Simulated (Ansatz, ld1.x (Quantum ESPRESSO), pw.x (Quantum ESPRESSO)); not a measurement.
## What a changed setting does to a pw.x run (sc W)

Potential: PAW, ld1.x (Quantum ESPRESSO) 7.5, LDA (PW92); core [Xe] 4f14, reference 5d4 6s0 6p0; waves: 6s (bound, empty): rcut 2.25, rcutus 2.60 bohr; 6s channel at -0.7 Ry: rcut 2.25, rcutus 2.60 bohr; 6p (bound, empty): rcut 1.95, rcutus 2.70 bohr; 6p channel at 2.65 Ry: rcut 1.95, rcutus 2.70 bohr; 5d (bound): rcut 1.80, rcutus 2.30 bohr; 5d channel at 0.45 Ry: rcut 1.80, rcutus 2.30 bohr; local part: all-electron potential smoothed inside 2.60 bohr (lloc = -1); core correction: Bessel-smoothed model core inside 1.55 bohr; augmentation: BESSEL, radius 1.55 bohr.

The reference run (k-mesh 13³, cutoffs 40/320 Ry, Fermi–Dirac 0.01 Ry, mixing_beta 0.4, conv_thr 1e-9, no spin) gives -3.19 GPa at 17.539 Å³/atom, where all-electron LAPW gives -2.36 GPa. This run, with its own iteration cap, changes nbnd to 6.

```
&control
  calculation='scf', prefix='x', pseudo_dir='./', outdir='./tmp', tstress=.true., disk_io='none'
/
&system
  ibrav=0, nat=1, ntyp=1, ecutwfc=40, ecutrho=320, nbnd=6,
  occupations='smearing', smearing='fd', degauss=0.01
/
&electrons
  conv_thr=1e-09, mixing_beta=0.4, electron_maxstep=50
/
ATOMIC_SPECIES
W 1.0 W.UPF
CELL_PARAMETERS angstrom
  2.59817426 0.00000000 0.00000000
  0.00000000 2.59817426 0.00000000
  0.00000000 0.00000000 2.59817426
ATOMIC_POSITIONS crystal
W 0.0000 0.0000 0.0000
K_POINTS automatic
13 13 13 0 0 0
```

```bash
pw.x < W.scf.in > W.scf.out
```

Task: How does the run end?

Result: It converges in 12 iterations; the free energy moves by +0.0 meV/atom and the pressure by +0.00 GPa. The result is that of the reference run.

```
Message from routine setup:
     using ibrav=0 with symmetry is DISCOURAGED, use correct ibrav instead
     lattice parameter (alat)  =       4.9098  a.u.
     unit-cell volume          =     118.3590 (a.u.)^3
     number of electrons       =         6.00
     number of Kohn-Sham states=            6
     kinetic-energy cutoff     =      40.0000  Ry
     charge density cutoff     =     320.0000  Ry
     scf convergence threshold =      1.0E-09
     Exchange-correlation= SLA  PW   NOGX NOGC
     number of k points=    84  Fermi-Dirac smearing, width (Ry)=  0.0100
     iteration #  1     ecut=    40.00 Ry     beta= 0.40
     total energy              =    -636.43840459 Ry
     estimated scf accuracy    <       1.11458450 Ry
     iteration #  2     ecut=    40.00 Ry     beta= 0.40
     total energy              =    -636.30642357 Ry
     estimated scf accuracy    <       0.23739087 Ry
     iteration #  3     ecut=    40.00 Ry     beta= 0.40
     total energy              =    -636.36566462 Ry
     estimated scf accuracy    <       0.00687553 Ry
     iteration #  4     ecut=    40.00 Ry     beta= 0.40
     total energy              =    -636.36730744 Ry
     estimated scf accuracy    <       0.00176303 Ry
     iteration #  5     ecut=    40.00 Ry     beta= 0.40
     total energy              =    -636.36821767 Ry
     estimated scf accuracy    <       0.00022829 Ry
     iteration #  6     ecut=    40.00 Ry     beta= 0.40
     total energy              =    -636.36823621 Ry
     estimated scf accuracy    <       0.00003059 Ry
     iteration #  7     ecut=    40.00 Ry     beta= 0.40
     total energy              =    -636.36824817 Ry
     estimated scf accuracy    <       0.00000480 Ry
     iteration #  8     ecut=    40.00 Ry     beta= 0.40
     total energy              =    -636.36824702 Ry
     estimated scf accuracy    <       0.00000209 Ry
     iteration #  9     ecut=    40.00 Ry     beta= 0.40
     total energy              =    -636.36824772 Ry
     estimated scf accuracy    <       0.00000006 Ry
     iteration # 10     ecut=    40.00 Ry     beta= 0.40
     total energy              =    -636.36824776 Ry
     estimated scf accuracy    <          3.6E-09 Ry
     iteration # 11     ecut=    40.00 Ry     beta= 0.40
     total energy              =    -636.36824776 Ry
     estimated scf accuracy    <       0.00000002 Ry
     iteration # 12     ecut=    40.00 Ry     beta= 0.40
     the Fermi energy is    13.3829 ev
!    total energy              =    -636.36824776 Ry
     estimated scf accuracy    <          2.4E-10 Ry
     smearing contrib. (-TS)   =      -0.00326072 Ry
     convergence has been achieved in  12 iterations
          total   stress  (Ry/bohr**3)                   (kbar)     P=      -31.82
     Message from routine punch:
     Nothing written, as per user request (disk_io='none')
```

The run took about 3.8 s on one core of a shared host (Neoverse-V2, 32 threads, 247 GiB, load 28).
